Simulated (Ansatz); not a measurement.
One crystal and one scan (energy against volume) at two levels, PBE (plane waves to 420 eV, PAW, scalar-relativistic; Ansatz, an electronic-structure program) and r2SCAN (plane waves to 500 eV, PAW, scalar-relativistic; Ansatz), each from its own relaxed cell and on its own mesh. The cell shown is that of PBE.

TiN (rock salt)

```yaml
crystal:
  lattice:
    - [0.00000, 2.12337, 2.12337]
    - [2.12337, 0.00000, 2.12337]
    - [2.12337, 2.12337, 0.00000]
  atoms:
    - { symbol: N, position: [0.00000, 0.00000, 0.00000] }
    - { symbol: Ti, position: [0.50000, 0.50000, 0.50000] }
```

E(V) scan at fixed shape, V₀ the volume above. Symmetry pins the atoms to their sites.

Energies are smeared free energies. The PAW data are Ansatz's earlier set. TiN is run without spin polarisation. TiN was relaxed with its symmetry unable to fall. Percentages come from the unrounded values. Both scans cover V/V₀ from 0.840 to 1.160.

Results of PBE:

| Item | Value |
|---|---|
| Lattice constant a (Å) | 4.247 |
| Pressure at the smallest volume (GPa) | 69.9 |
| Energy cost of the largest compression (meV/atom) | 287 |
| Energy cost of the largest expansion (meV/atom) | 163 |
| Bulk modulus B₀ (third-order Birch-Murnaghan fit) (GPa) | 276.3 |
| Pressure for 5 % compression (fit) (GPa) | 15.8 |

Task: What does r2SCAN give for the same quantities?

Result: 
```
quantity                                                 r2SCAN     PBE − r2SCAN
-------------------------------------------------------  ------  ---------------
Lattice constant a (Å)                                    4.233  +0.014 (+0.3 %)
Pressure at the smallest volume (GPa)                      74.1    -4.2 (-5.7 %)
Energy cost of the largest compression (meV/atom)           302     -15 (-5.0 %)
Energy cost of the largest expansion (meV/atom)             173       -10 (-6 %)
Bulk modulus B₀ (third-order Birch-Murnaghan fit) (GPa)   294.9   -18.6 (-6.3 %)
Pressure for 5 % compression (fit) (GPa)                   16.8      -1.0 (-6 %)
```

PBE gives the higher value for: lattice constant a. PBE gives the lower value for: pressure at the smallest volume; energy cost of the largest compression; energy cost of the largest expansion; bulk modulus B₀; pressure for 5 % compression. For the lattice constant a the reference is 4.239 Å (measured, room temperature or unstated; as given in Guo-Xu Zhang, Anthony M Reilly, Alexandre Tkatchenko et al., New Journal of Physics (2018), doi:10.1088/1367-2630/aac7f0): it holds thermal shifts, so no verdict is drawn. For the bulk modulus B₀ the reference is 288 GPa (measured, room temperature or unstated; as given in V. Krasnenko, M.G. Brik, Solid State Sciences (2013), arXiv:1306.3139): it holds thermal shifts, so no verdict is drawn.  Neither level is exact: the differences show how much the result hangs on the functional.

(Under strain, the slope of the energy per volume gives the stress and its curvature an elastic modulus.)
